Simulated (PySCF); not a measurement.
Species: C₄H₈P (charge +1).
Structure used (PBE0-D3(BJ)/def2-SVP), in Å, numbered top down from 1:
```
atom  x, y, z in Å
C1    -1.5261   -0.5155    0.4341
C2    -0.9970    0.6744   -0.3525
P3     0.8019    0.6879   -0.4851
C4     1.8655   -0.0749    0.6839
C5     1.7879   -0.7627   -0.4441
H6    -2.6223   -0.4537    0.4782
H7    -1.1518   -0.5243    1.4683
H8    -1.2661   -1.4722   -0.0418
H9    -1.2698    1.6409    0.1069
H10   -1.3749    0.6979   -1.3899
H11    1.2982    1.8032   -1.1934
H12    2.3217   -0.0399    1.6757
H13    2.1403   -1.6563   -0.9642
```

Theory: PySCF, PBE0-D3(BJ)/def2-SVP geometry optimisation, gas phase.

Masses are those of the commonest isotopes; rigid-rotor values at the optimised geometry. The values belong to one conformer with, in the numbering `[CH3:1][CH2:2][PH+:3]1[CH:4]=[CH:5]1`, C1–C2–P3–C4 -26°.

Problem. What are A, B and C (cm⁻¹)?

Solution. Ia = 66.91, Ib = 168.91, Ic = 198.73 u·Å²; 505379 MHz·u·Å²/I gives 7553, 2992 and 2543 MHz, that is A = 0.25194, B = 0.09980, C = 0.08483 cm⁻¹.

Problem. What kind of rotor is it?

Solution. An asymmetric top; Ray's κ = -0.821.

Problem. What does the inertial defect say?

Solution. Not planar: Δ = Ic − Ia − Ib = -37.09 u·Å². For a rigid frame Δ = −2 Σ m c², so Σ m c² = 18.55 u·Å² lies off the ab plane: 8.04 from hydrogen and 10.51 from heavier atoms. The atom farthest from that plane is 1.55 Å away.

Problem. Give the other two planar moments, Paa and Pbb, and the rms extents of the mass along the axes.

Solution. Paa = Σ m a² = (Ib + Ic − Ia)/2 = 150.36 and Pbb = Σ m b² = (Ia + Ic − Ib)/2 = 48.37 u·Å². With the mass M = 87.04 u, the rms extents √(P/M) along a, b and c are 1.31, 0.75, 0.46 Å.

Problem. Where do the levels up to J = 3 lie, in K?

Solution. Above 0(0,0), as E/k:
J = 1: 1(0,1) 0.266, 1(1,1) 0.485, 1(1,0) 0.506
J = 2: 2(0,2) 0.795, 2(1,2) 0.994, 2(1,1) 1.059, 2(2,1) 1.716, 2(2,0) 1.717
J = 3: 3(0,3) 1.586, 3(1,3) 1.758, 3(1,2) 1.887, 3(2,2) 2.513, 3(2,1) 2.520, 3(3,1) 3.662, 3(3,0) 3.662

Problem. Which types of transition are allowed, and where do some lines up to J = 5 fall?

Solution. The dipole components (about the centre of mass, as the species is charged) are |μa| = 0.96 D, |μb| = 0.69 D, |μc| = 0.00 D; the mirror of this Cs structure is the ab plane, so μc vanishes by symmetry (the 0.01 D computed is a residue) and there are no c-type lines. Intensities carry the squares of the components, which stand as 1.00 : 0.52 (a : b). Some lines, for components of 0.1 D or more:

```json
{"type": "a", "branch": "Q", "J(Ka,Kc)": "1(1,0) ← 1(1,1)", "MHz": "449", "lower level (cm⁻¹)": "0.337"}
{"type": "a", "branch": "Q", "J(Ka,Kc)": "5(2,3) ← 5(2,4)", "MHz": "1051", "lower level (cm⁻¹)": "3.405"}
{"type": "b", "branch": "Q", "J(Ka,Kc)": "1(1,0) ← 1(0,1)", "MHz": "5010", "lower level (cm⁻¹)": "0.185"}
{"type": "b", "branch": "Q", "J(Ka,Kc)": "2(1,1) ← 2(0,2)", "MHz": "5490", "lower level (cm⁻¹)": "0.553"}
{"type": "b", "branch": "R", "J(Ka,Kc)": "2(0,2) ← 1(1,1)", "MHz": "6478", "lower level (cm⁻¹)": "0.337"}
{"type": "b", "branch": "Q", "J(Ka,Kc)": "5(1,4) ← 5(0,5)", "MHz": "8964", "lower level (cm⁻¹)": "2.734"}
{"type": "b", "branch": "R", "J(Ka,Kc)": "4(1,3) ← 3(2,2)", "MHz": "9942", "lower level (cm⁻¹)": "1.746"}
{"type": "b", "branch": "Q", "J(Ka,Kc)": "2(2,1) ← 2(1,2)", "MHz": "15029", "lower level (cm⁻¹)": "0.691"}
{"type": "b", "branch": "Q", "J(Ka,Kc)": "4(2,3) ← 4(1,4)", "MHz": "16655", "lower level (cm⁻¹)": "1.928"}
{"type": "b", "branch": "R", "J(Ka,Kc)": "3(1,3) ← 2(0,2)", "MHz": "20056", "lower level (cm⁻¹)": "0.553"}
{"type": "a", "branch": "R", "J(Ka,Kc)": "4(2,2) ← 3(2,1)", "MHz": "22423", "lower level (cm⁻¹)": "1.752"}
{"type": "b", "branch": "Q", "J(Ka,Kc)": "3(3,1) ← 3(2,2)", "MHz": "23946", "lower level (cm⁻¹)": "1.746"}
{"type": "b", "branch": "R", "J(Ka,Kc)": "5(0,5) ← 4(1,4)", "MHz": "24162", "lower level (cm⁻¹)": "1.928"}
{"type": "b", "branch": "R", "J(Ka,Kc)": "4(1,4) ← 3(0,3)", "MHz": "24760", "lower level (cm⁻¹)": "1.103"}
{"type": "b", "branch": "R", "J(Ka,Kc)": "2(2,1) ← 1(1,0)", "MHz": "25202", "lower level (cm⁻¹)": "0.352"}
{"type": "a", "branch": "R", "J(Ka,Kc)": "5(1,4) ← 4(1,3)", "MHz": "28645", "lower level (cm⁻¹)": "2.078"}
{"type": "b", "branch": "Q", "J(Ka,Kc)": "5(4,2) ← 5(3,3)", "MHz": "33419", "lower level (cm⁻¹)": "4.212"}
{"type": "b", "branch": "Q", "J(Ka,Kc)": "5(5,0) ← 5(4,1)", "MHz": "43003", "lower level (cm⁻¹)": "5.327"}
{"type": "b", "branch": "Q", "J(Ka,Kc)": "5(5,1) ← 5(4,2)", "MHz": "43003", "lower level (cm⁻¹)": "5.327"}
{"type": "b", "branch": "R", "J(Ka,Kc)": "5(2,3) ← 4(1,4)", "MHz": "45312", "lower level (cm⁻¹)": "1.928"}
{"type": "b", "branch": "R", "J(Ka,Kc)": "4(4,1) ← 3(3,0)", "MHz": "55642", "lower level (cm⁻¹)": "2.545"}
{"type": "b", "branch": "R", "J(Ka,Kc)": "5(5,1) ← 4(4,0)", "MHz": "70749", "lower level (cm⁻¹)": "4.401"}
```

No PBE0-D3(BJ)/def2-SVP frequencies stand behind this structure, so it isn't proved a minimum. Constants of a rigid frame at the computed geometry: no zero-point averaging, no centrifugal distortion. A rigid rotor knows nothing of internal rotation, which can split or shift real lines.

Hardware: one thread, Arm Neoverse N1 (aarch64), no GPU, shared host. Cost: 51 s of wall time, 0.52 GiB resident at most. This is the geometry optimisation.
